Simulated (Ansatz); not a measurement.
**Solid bromine**

All values below come from PBEsol (PAW; Ansatz, a program for electronic structure).

Cell: relaxed at this level.

* **lattice energy**: 43 kJ/mol
* **volume per molecule**: 61.82 Å³

Note: the cell comes from a level without a dispersion term, which matters for the spacing of layers, chains or molecules.

Computed values are for the static lattice.

It cost very roughly 18 core-seconds of CPU time.
